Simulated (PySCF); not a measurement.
Isomers of C4H2O2. The calculation used PBE0-D3(BJ)/def2-SVP geometry optimisation, gas phase in PySCF. Energies are electronic, without zero-point or thermal terms, for one conformer each. No frequencies were run at this level. Point groups hold within 0.08 Å.

Question: Rank from lowest to highest electronic energy at this level (kcal/mol).
A. diketocyclobutene, `O=c1ccc1=O`
B. `[O:1]=[CH:2][c:3]1[cH:4][c:5]1=[O:6]` with O1–C2–C3–C4 -14°
C. `[CH:1]#[C:2][C:3](=[O:4])[CH:5]=[O:6]` with C2–C3–C5–O6 0°

Answer: A (0.0), B (27.6), C (30.0).

As drawn, the lowest has a four-membered ring, which the highest lacks. Neighbours under 2.5 kcal/mol apart (O=Cc1cc1=O and C#CC(=O)C=O) can change places with a better method, another conformer or zero-point energy.

```
     SMILES      E (Eh)  E rel (kcal/mol)  dipole (D)  point group      A, B, C (MHz)
 O=c1ccc1=O  -303.44605               0.0        4.25          C2v   6101, 4260, 2508
 O=Cc1cc1=O  -303.40213              27.6        1.70           C1  14505, 2101, 1841
C#CC(=O)C=O  -303.39822              30.0        1.31           Cs   5097, 3553, 2094
```
